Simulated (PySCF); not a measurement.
# AlH: bond curves at several levels of theory

One table from this session's results is given with a row withheld; the runs are named, their logs left out.

Method: Al def2-TZVPP, H def2-TZVPP, no relativity; program: PySCF 2.14.0.

Set-up of the first run:

The job is set up so:

```json
{"atoms": "Al, H", "charge": "0", "basis": "Al def2-TZVPP, H def2-TZVPP", "Hamiltonian": "no relativity", "basis functions": "56", "electrons treated": "14", "masses in u": "26.9815, 1.0078", "levels": "PBE0, PBE, r²SCAN, M06, BHandHLYP, revPBE, PBEsol, ωB97X-V, HF, MP2, SCS-MP2, CCSD, CCSD(T)", "grid": "80 radial by 434 angular points", "occupations": "held fixed by the projection of orbital angular momentum", "dissociation limit": "Al + H, each in its ground configuration", "starting distance in angstrom": "1.515", "values of 2S to try": "0, 2"}
```

On the command line:

```sh
OMP_NUM_THREADS=1 python dia.py task.json out
```

Among the steps run: The job; PBE0 along the bond; Excited determinants; PBE (GGA); r²SCAN; M06 (hybrid meta-GGA); BHandHLYP (global hybrid GGA); revPBE (GGA); PBEsol; ωB97X-V (range-separated hybrid); RHF; MP2 and coupled cluster.

One table of the session follows, with a row left open; its other results are not shown here.

It belongs to the step «The curves together». Energy (eV) from each level's lowest point:

| R (Å) | RHF | RHF-MP2 | RHF-SCS-MP2 | RHF-CCSD | RHF-CCSD(T) |
| --- | --- | --- | --- | --- | --- |
| 1.432 | 0.332 | 0.323 | 0.320 | n/a | n/a |
| 1.498 | 0.143 | 0.137 | 0.135 | 0.143 | 0.145 |
| 1.565 | 0.038 | 0.036 | 0.035 | 0.040 | 0.041 |
| 1.615 | 0.004 | 0.003 | 0.003 | 0.005 | 0.006 |
| 1.665 | 0.000 | 0.000 | 0.000 | 0.000 | 0.000 |
| 1.715 | 0.021 | 0.021 | 0.022 | 0.019 | 0.018 |
| 1.782 | 0.080 | 0.081 | 0.081 | 0.073 | 0.072 |
| 1.865 | ? | ? | ? | ? | ? |
| 1.965 | 0.363 | 0.363 | 0.362 | 0.340 | 0.335 |
| 2.098 | 0.634 | 0.630 | 0.628 | n/a | n/a |

**Question.** Estimate the row for R (Å) = 1.865.

Worked estimate for «RHF». A straight line through the neighbours (1.782, 0.080) and (1.965, 0.363) gives 0.080 + (0.363 − 0.080) × (1.865 − 1.782) / (1.965 − 1.782) = 0.208; a parabola fitted to 4 rows on both sides gives 0.195.

As computed: RHF: 0.191; RHF-MP2: 0.191; RHF-SCS-MP2: 0.191; RHF-CCSD: 0.178; RHF-CCSD(T): 0.175. In «RHF» the line misses by +0.017 and the parabola by +0.004.
